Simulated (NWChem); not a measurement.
# methylamine (CH5N); SMILES NC

```xyz
7

C     -0.0088    -0.6958     0.0000
N     -0.0944     0.7480     0.0000
H     -0.5301    -1.1014    -0.8817
H     -0.5301    -1.1014     0.8817
H      1.0146    -1.1279     0.0000
H      0.3796     1.1347    -0.8133
H      0.3796     1.1347     0.8133
```
Atoms are numbered in this order, from 1.

Results from NWChem. Pople sets run with spherical d functions. Coordinates come from a PBE0/def2-SVP optimisation. Total energies compare along this basis series because the functional is fixed.

```json
[
 {"level": "B3LYP/STO-3G", "basis functions": "15", "energy (Ha)": "-94.6325", "highest occupied level (eV)": "-3.60", "orbital gap (eV)": "13.87", "dipole (D)": "1.44"},
 {"level": "B3LYP/3-21G", "basis functions": "28", "energy (Ha)": "-95.3227", "highest occupied level (eV)": "-5.58", "orbital gap (eV)": "8.68", "dipole (D)": "1.54"},
 {"level": "B3LYP/6-31G*", "basis functions": "38", "energy (Ha)": "-95.8511", "highest occupied level (eV)": "-6.17", "orbital gap (eV)": "8.52", "dipole (D)": "1.41"},
 {"level": "B3LYP/6-31+G*", "basis functions": "46", "energy (Ha)": "-95.8594", "highest occupied level (eV)": "-6.57", "orbital gap (eV)": "6.63", "dipole (D)": "1.52"},
 {"level": "B3LYP/def2-SVP", "basis functions": "53", "energy (Ha)": "-95.7848", "highest occupied level (eV)": "-6.21", "orbital gap (eV)": "7.76", "dipole (D)": "1.30"},
 {"level": "B3LYP/def2-SVPD", "basis functions": "80", "energy (Ha)": "-95.7990", "highest occupied level (eV)": "-6.65", "orbital gap (eV)": "7.15", "dipole (D)": "1.30"},
 {"level": "B3LYP/def2-TZVP", "basis functions": "92", "energy (Ha)": "-95.9008", "highest occupied level (eV)": "-6.58", "orbital gap (eV)": "7.35", "dipole (D)": "1.35"},
 {"level": "B3LYP/6-311++G**", "basis functions": "79", "energy (Ha)": "-95.8934", "highest occupied level (eV)": "-6.64", "orbital gap (eV)": "6.31", "dipole (D)": "1.43"},
 {"level": "B3LYP/aug-cc-pVTZ", "basis functions": "207", "energy (Ha)": "-95.9029", "highest occupied level (eV)": "-6.68", "orbital gap (eV)": "6.30", "dipole (D)": "1.29"}
]
```
